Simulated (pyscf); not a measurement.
# 1,1-elimination: `[F][GaH][Cl]` → `[Cl][Ga]` [singlet] + `[FH]`

Gas phase, singlet surface, charge 0. Bonds broken: Ga1–F3, Ga1–H4. Bonds formed: F3–H4. Single points on ωB97X-D3(BJ)/def2-SVP structures (PySCF, gas phase). MP2 and CC: frozen core, UHF for open shells. ΔMP2 is the change of the MP2 total energy from the triple- to the quadruple-zeta basis.

Transition state (Å):

```xyz
4

Ga     0.1822     0.4563    -0.7908
Cl     2.1741     0.9272    -1.3942
F     -0.1202     0.3890     1.1443
H     -1.0735     0.1618     0.1834
```

One imaginary mode, 1391i cm⁻¹; descent along it reached the two sides named.

```json
[
 {"bond": "Ga1–F3", "change": "breaks", "reactant side (Å)": "1.746", "saddle": "1.960", "product side": "2.6"},
 {"bond": "Ga1–H4", "change": "breaks", "reactant side (Å)": "1.541", "saddle": "1.616", "product side": "3.0"},
 {"bond": "F3–H4", "change": "forms", "reactant side (Å)": "2.9", "saddle": "1.372", "product side": "0.927"}
]
```

Electronic energies relative to the reactant's lowest minimum found (kcal/mol):

```
level                             barrier  reaction energy  reverse barrier
--------------------------------  -------  ---------------  ---------------
ωB97X-D3(BJ)/def2-TZVP               57.4            +22.0             35.4
PBE/def2-TZVP                        43.3            +16.7             26.6
r²SCAN/def2-TZVP                     50.2            +23.6             26.6
B3LYP-D3(BJ)/def2-TZVP               50.4            +15.5             34.9
PBE0-D3(BJ)/def2-TZVP                51.8            +19.3             32.5
M06-2X/def2-TZVP                     57.5            +21.9             35.7
ωB97M-D3(BJ)/def2-TZVP               54.2            +17.6             36.6
HF/def2-TZVP                         74.4            +20.3             54.1
MP2/def2-QZVPP                       56.2            +20.7             35.5
CCSD/def2-TZVPP                      60.6            +20.2             40.4
CCSD(T)/def2-TZVPP                   57.0            +20.5             36.5
CCSD(T)/def2-TZVPP + ΔMP2(QZVPP)     55.7            +18.3             37.4
```

With CCSD(T)/def2-TZVPP + ΔMP2(QZVPP) energies and thermal terms (ideal gas, 1 atm, RRHO with modes under 100 cm⁻¹ raised to 100, one conformer, R ln 2 for chiral ones without a mode under 150 cm⁻¹), in kcal/mol:

```json
[
 {"T (K)": "298", "ΔH‡": "54.1", "ΔG‡": "53.9", "ΔH": "+19.4", "ΔG": "+10.9"},
 {"T (K)": "600", "ΔH‡": "53.8", "ΔG‡": "53.8", "ΔH": "+19.3", "ΔG": "+2.3"},
 {"T (K)": "900", "ΔH‡": "53.4", "ΔG‡": "53.9", "ΔH": "+18.8", "ΔG": "-6.2"},
 {"T (K)": "1200", "ΔH‡": "52.9", "ΔG‡": "54.1", "ΔH": "+18.0", "ΔG": "-14.4"}
]
```

This saddle turned up in a search for another step; its sides and bond changes are read from the two ends of the descent. One saddle was located; it need not be the lowest between these sides. The CCSD(T) − MP2 part came from Ansatz, without density fitting, on the same reference. The frozen core leaves the outer d or s,p core shells of the metals and heavy elements correlated in the MP2 and CC values, and def2-TZVPP describes them poorly, which can shift differences by a few kcal/mol. Elements up to Kr have no core potential and no relativistic terms here.
